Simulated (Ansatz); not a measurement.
# Al₂H₃Cl (SMILES [AlH2][AlH][Cl]): one structure at several levels

One table from this session's results is given with a row withheld; the runs are named, their logs left out.

Method: single points in def2-TZVPP; program: Ansatz 0.2.0, Gaussian basis.

Correlated methods freeze the cores.

## Starting geometry

SMILES `[AlH2][AlH][Cl]`, 6 atoms, charge 0, spin multiplicity 1.

Atoms are counted from 1 here; the program's logs count them from 0.

Bond lengths: Al1–Al2 2.511 Å, Al1–H4 1.580 Å, Al1–H5 1.559 Å, Al2–Cl3 2.021 Å, Al2–H6 1.587 Å. Angles: Al2–Al1–H4 93.8°, Al2–Al1–H5 144.0°, H4–Al1–H5 122.2°, Al1–Al2–Cl3 156.9°, Al1–Al2–H6 84.0°, Cl3–Al2–H6 119.1°.

As a file:

```
Al   -0.91730    0.41120   -0.86450
Al    0.74960    0.03890    0.97680
Cl    1.83900    0.49120    2.61830
H    -0.67790   -1.01040   -1.51200
H    -1.93670    1.43190   -1.45440
H     0.93990   -1.37880    0.29040
```

Set-up of the first run:

Contents of run/in.yaml:

```yaml
crystal:
  periodic: [false, false, false]
  atoms:
    - {symbol: Al, position_ang: [-0.917300, 0.411200, -0.864500]}
    - {symbol: Al, position_ang: [0.749600, 0.038900, 0.976800]}
    - {symbol: Cl, position_ang: [1.839000, 0.491200, 2.618300]}
    - {symbol: H, position_ang: [-0.677900, -1.010400, -1.512000]}
    - {symbol: H, position_ang: [-1.936700, 1.431900, -1.454400]}
    - {symbol: H, position_ang: [0.939900, -1.378800, 0.290400]}
basis:
  gaussian: {orbitals: def2-TZVPP}
correlation: {method: ccsd_t}
output: {forces: true}
```

The command line of these runs was not kept.

Steps of the session up to this table: CCSD(T)/def2-TZVPP; PBE0-D4/def2-TZVPP; wB97M-V/def2-TZVPP; r2SCAN-D4/def2-TZVPP; PBE-D4/def2-TZVPP; r2SCAN0-D4/def2-TZVPP; r2SCANh-D4/def2-TZVPP.

One of the session's tables, all rows but one given; the rest of the session is left out.

```
    method  RMS force component (eV/Å)  angle to CCSD(T) forces (°)  dipole (D)
   CCSD(T)                       0.585                    reference        1.20
   PBE0-D4                           ?                            ?           ?
   wB97M-V                       0.577                          5.2        1.22
 r2SCAN-D4                       0.552                          4.0        1.08
    PBE-D4                       0.601                         10.3        1.03
r2SCAN0-D4                       0.524                          3.9        1.15
r2SCANh-D4                       0.540                          3.3        1.11
```

**Question.** Estimate the row for PBE0-D4.

**Answer.** RMS force component (eV/Å): 0.542; angle to CCSD(T) forces (°): 5.2; dipole (D): 1.12. In the column «RMS force component (eV/Å)» it lies between r2SCANh-D4 (0.540) and r2SCAN-D4 (0.552).
